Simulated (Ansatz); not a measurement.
# B3LYP/6-311+G(d,p) run of SiN2H6 (SMILES NN[SiH3])

Aim: the vertical electron affinity of SiN2H6 at B3LYP/6-311+G**, from 2 runs. 

The results are computed with Ansatz 0.2.0.

38 further runs of the same task are left out: 38 set aside as unsound or not needed.

## (1) The structure to begin with

The species is SiN2H6 (9 atoms), meant as a singlet with charge 0. SMILES: `NN[SiH3]`. The shape is that of a PBE0-D4/def2-TZVP optimisation. This is one conformer, not always the lowest.

Bond lengths: N1–N2 1.407 Å, N2–Si3 1.714 Å, N1–H4 1.014 Å, N1–H5 1.013 Å, N2–H6 1.005 Å, Si3–H7 1.494 Å, Si3–H8 1.491 Å, Si3–H9 1.486 Å. Some angles: N1–N2–Si3 123.5°, N1–N2–H6 112.1°, Si3–N2–H6 123.5°, N2–N1–H4 110.8°, N2–N1–H5 110.1°, N2–Si3–H7 112.3°, N2–Si3–H8 110.9°, N2–Si3–H9 107.1°, H4–N1–H5 108.5°, H7–Si3–H8 106.4°.

## (2) A single-point energy at B3LYP/6-311+G(d,p)

molecule.yaml reads:

```yaml
crystal:
  periodic: [false, false, false]
  atoms:
    - {symbol: "N", position_ang: [-0.558800, 0.925000, -1.203100]}
    - {symbol: "N", position_ang: [-0.285500, 0.708200, 0.159700]}
    - {symbol: Si, position_ang: [0.408400, -0.736600, 0.767500]}
    - {symbol: H, position_ang: [0.267900, 0.761300, -1.767500]}
    - {symbol: H, position_ang: [-1.290500, 0.297600, -1.515600]}
    - {symbol: H, position_ang: [-0.377500, 1.549300, 0.701800]}
    - {symbol: H, position_ang: [1.729200, -1.040000, 0.139600]}
    - {symbol: H, position_ang: [-0.469800, -1.907300, 0.484500]}
    - {symbol: H, position_ang: [0.576500, -0.557300, 2.233000]}
basis:
  gaussian:
    orbitals: 6-311+G_st__st_-spherical.json
hamiltonian:
  xc: {name: B3LYP}
accuracy: high
output: {orbitals: {seedname: orbitals}}
```

The basis set 6-311+G** is read from a file made from the Basis Set Exchange's data (not shown).

On the command line:

```
ansatz run molecule.yaml --threads 1 --pin off --max-ram 3480MiB --events-out events.jsonl --progress --plain --runs-dir runs
```

Output:

```text
Warning: RAYON_NUM_THREADS=1 ignored (pool sized by the plan → 1); use --threads N
Functional definition: B3LYP
  name "B3LYP"
  parameter a0 = 0.2
  parameter ax = 0.72
  parameter ac = 0.81
  exchange = (1 - a0 - ax)*slater_x + ax*b88_x + a0*exact_x
  correlation = (1 - ac)*vwn_rpa_c + ac*lyp_c
2142 factors; integrals over basis functions are off by at most 4.4e-9 eV
mean field evaluation 1: about -10948.2045 eV, gradient 6.5e1 eV
mean field evaluation 2: about -10929.3126 eV, gradient 1.1e2 eV
mean field evaluation 4: about -10956.4224 eV, gradient 2.6e0 eV
mean field evaluation 8: about -10956.5426 eV, gradient 1.2e-1 eV
mean field evaluation 16: about -10956.5426 eV, gradient 4.5e-6 eV
mean field -10956.54262522 eV, -402.6455148656 hartree, gradient 3.6e-8 eV, S^2 0.000000; 0 other end points of the search recorded, 0 dependent functions left out
reference -10956.54267090 eV, -402.6455165443 hartree; 17, 17 occupied and 93, 93 virtual orbitals, 2142 factors
Total energy: -10956.54267090 eV, -402.6455165443 hartree
```

Run time: 8.1 s. Hardware: 1 thread of Arm Neoverse V2, shared host; peak memory 0.35 GiB.

## (3) The doublet anion at the same level

in.yaml reads:

```yaml
crystal:
  periodic: [false, false, false]
  atoms:
    - symbol: "N"
      position_ang: [-0.558800, 0.925000, -1.203100]
    - symbol: "N"
      position_ang: [-0.285500, 0.708200, 0.159700]
    - symbol: Si
      position_ang: [0.408400, -0.736600, 0.767500]
    - symbol: H
      position_ang: [0.267900, 0.761300, -1.767500]
    - symbol: H
      position_ang: [-1.290500, 0.297600, -1.515600]
    - symbol: H
      position_ang: [-0.377500, 1.549300, 0.701800]
    - symbol: H
      position_ang: [1.729200, -1.040000, 0.139600]
    - symbol: H
      position_ang: [-0.469800, -1.907300, 0.484500]
    - symbol: H
      position_ang: [0.576500, -0.557300, 2.233000]
basis:
  gaussian: {orbitals: 6-311+G_st__st_-spherical.json}
total_charge: -1
magnetization: {spin_polarized: true, initial_magnetization: 1}
hamiltonian: {xc: {name: B3LYP}}
accuracy: high
output: {orbitals: {seedname: orbitals}}
```

The basis set 6-311+G** is read from a file made from the Basis Set Exchange's data (not shown).

On the command line:

```
ansatz run in.yaml --threads 1 --pin off --max-ram 3480MiB --events-out events.jsonl --progress --plain --runs-dir runs
```

Output (excerpt; [...] marks lines left out):

```text
Warning: RAYON_NUM_THREADS=1 ignored (pool sized by the plan → 1); use --threads N
[... 7 set-up lines as earlier in the session ...]
2142 factors; integrals over basis functions are off by at most 4.4e-9 eV
mean field evaluation 1: about -10953.0230 eV, gradient 2.2e1 eV
mean field evaluation 2: about -10951.5559 eV, gradient 3.0e1 eV
mean field evaluation 4: about -10955.4017 eV, gradient 7.9e-1 eV
mean field evaluation 8: about -10955.5536 eV, gradient 2.1e-1 eV
mean field evaluation 16: about -10955.5691 eV, gradient 5.3e-2 eV
mean field evaluation 32: about -10955.5718 eV, gradient 2.6e-4 eV
mean field evaluation 64: about -10955.0511 eV, gradient 3.5e0 eV
mean field -10955.57178130 eV, -402.6098370095 hartree, gradient 6.7e-8 eV, S^2 0.750311; 9 other end points of the search recorded, 0 dependent functions left out
reference -10955.57181628 eV, -402.6098382949 hartree; 18, 17 occupied and 92, 93 virtual orbitals, 2142 factors
Total energy: -10955.57181628 eV, -402.6098382949 hartree
```

Wall time 48 s (1 thread of Arm Neoverse V2, shared host); peak memory 0.53 GiB.

## (4) Summary of results

At B3LYP/6-311+G**:

| quantity | value |
| --- | --- |
| singlet SiN2H6: total energy | -402.64552 Eh |
| singlet SiN2H6: HOMO energy | -6.84 eV |
| singlet SiN2H6: LUMO energy | -0.33 eV |
| singlet SiN2H6: HOMO–LUMO gap | 6.51 eV |
| doublet anion: total energy | -402.60984 Eh |
| doublet anion: HOMO energy (highest over α and β) | 2.27 eV |
| doublet anion: LUMO energy (lowest over α and β) | 3.30 eV |
| doublet anion: ⟨S²⟩ | 0.750 |
| vertical electron affinity (to the doublet anion) | -0.971 eV |

In words: The anion lies 0.97 eV (22.4 kcal/mol) above the neutral: the electron isn't bound at this level, and such a value depends on the basis. The HOMO (doublet anion) lies at positive energy, 2.27 eV; only total energies tell whether the electron is bound.
